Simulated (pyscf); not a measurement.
ethane (H₃C–CH₃) + HO–Zn–OH → H₃C–Zn–OH + methanol (H₃C–OH), a four-centre exchange (singlet surface; C–C, O–Zn broken, C–Zn, C–O formed). PySCF, gas phase, ωB97X-D3(BJ)/def2-SVP geometries. Energies in kcal/mol from the separated reactants.

AM1 to PM7: differences of heats of formation from MOPAC, which are fitted to 298 K values and so differ in kind from electronic energies by zero-point and thermal terms. 

Task: In single points PM7 puts the saddle at 62.3 kcal/mol and the reaction energy at -8.6 kcal/mol. Should these be trusted to within a few kcal/mol? Compare with ωB97M-D3(BJ)/def2-TZVP.

Result: ωB97M-D3(BJ)/def2-TZVP gives ΔE‡ = 93.3 kcal/mol and ΔE = +21.5 kcal/mol. PM7 lies 31.0 kcal/mol under it in the barrier and 30.1 kcal/mol under it in the reaction energy, so on this step it does not hold to within 3.0 kcal/mol. ωB97M-D3(BJ)/def2-TZVP has limits of its own. On the product side the descent ends in an adduct with a O–Zn contact (not fully relaxed), 13.4 kcal/mol under the separated species and 85.9 kcal/mol under the saddle at ωB97X-D3(BJ)/def2-TZVP. What is counted as broken (O–Zn) persists as a longer contact in the product adduct; parting that adduct is a step of its own. The same reactants have a lower exit, to H₃C–CH₂–Zn–OH + H₂O (barrier +35.7 kcal/mol at ωB97M-D3(BJ)/def2-TZVP, against +93.3 kcal/mol here). This is the saddle that the search found; another between the same sides may lie lower. In the def2 sets elements up to Kr have no core potential.
